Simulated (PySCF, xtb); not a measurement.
**Relative energy of two structures of CH4BSi**

Structure X is `B=C[SiH2]`, a doublet and structure Y is a doublet given by its coordinates. Both are isolated molecules in the gas phase, relaxed with B3LYP/6-31G*; the shapes shown needn't be the lowest conformers.

X (Å):

```yaml
atoms:
  - { symbol: C, position_ang: [-0.1215, -0.7674, 1.0813] }
  - { symbol: B, position_ang: [0.5005, 0.4373, 1.3352] }
  - { symbol: Si, position_ang: [-0.1910, -0.8238, -0.7704] }
  - { symbol: H, position_ang: [0.6362, -1.9097, -1.3932] }
  - { symbol: H, position_ang: [-0.4585, -1.6027, 1.6813] }
  - { symbol: H, position_ang: [0.2781, 0.4939, -1.3037] }
  - { symbol: H, position_ang: [1.0153, 1.4880, 1.4304] }
```

Y (Å):

```xyz
7

C    -0.8119   -0.5550   -0.7891
B    -1.9639   -0.3575   -0.0541
Si   -1.7250    0.0932   -2.2408
H    -2.9162   -0.2068    0.6205
H    -1.5189    1.4737   -2.7517
H    -2.2399   -0.8003   -3.3113
H     0.2090   -0.9139   -0.7308
```

Close contacts (Å): C1–B2 1.38, C1–Si3 1.83, B2–Si3 2.25, C1–H7 1.08, B2–H4 1.18, Si3–H5 1.49, Si3–H6 1.49.

Energies in hartree; the thermal terms are from GFN2-xTB frequencies at re-optimised GFN2-xTB minima (ideal gas, soft modes damped towards free rotors, one conformer each, 200 K, 1 atm) and include the zero-point energy:

|  | X | Y |
| --- | --- | --- |
| E, CCSD(T)/def2-SVP | −353.921367 | −353.920589 |
| E, MP2/def2-SVP | −353.868826 | −353.869416 |
| E, MP2/def2-TZVPP | −354.110418 | −354.111129 |
| zero-point energy | 0.039906 | 0.040065 |
| H(200 K) − E | 0.046155 | 0.045949 |
| G(200 K) − E | 0.012995 | 0.014000 |

Correct the CCSD(T) difference for the basis set by the MP2 change, then work out ΔE, ΔE₀, ΔH and ΔG for X → Y in kJ/mol (1 Eh = 2625.50 kJ/mol) and the equilibrium ratio [Y]/[X].

1. Differences Y − X: CCSD(T) +0.000778, MP2 in the small set −0.000590, MP2 in the large set −0.000711 Eh.
2. ΔE = +0.000778 + (−0.000711 − (−0.000590)) = +0.000657 Eh = +1.72 kJ/mol.
3. ΔE₀ = ΔE + ΔZPE = +0.000657 + (+0.000159) Eh = +2.14 kJ/mol.
4. ΔH = ΔE + (−0.000206) Eh = +1.18 kJ/mol.
5. ΔG = ΔE + (+0.001005) Eh = +4.36 kJ/mol, so ΔS = (ΔH − ΔG)/T = −15.9 J/(mol K).
6. kT = 0.6334 mEh, so K = [Y]/[X] = exp(−ΔG/kT) = exp(−2.62) ≈ 0.073.

The sums favour X, but ΔE leans on the basis-set step (CCSD(T) alone has the other sign or is under 1 kcal/mol), so the order isn't settled. An error of 4 kJ/mol in ΔG would change K by a factor of 11. Mirror images and further conformers aren't counted.

Other levels gave ΔE = −15.7 (GFN2-xTB); +66.4 (HF/STO-3G, GFN2-xTB geometries); −3.6 (r2SCAN-D4/def2-SVP, GFN2-xTB geometries); +6.8 (B3LYP/6-31G*); +19.5 (HF/def2-SVP); −1.5 (MP2/def2-SVP); +2.0 (CCSD(T)/def2-SVP) kJ/mol. Open shells are spin-unrestricted. The correlated steps freeze 7 core orbitals. Programs: PySCF 2.14.0, xtb 6.7.1 (Pople sets with spherical d functions).
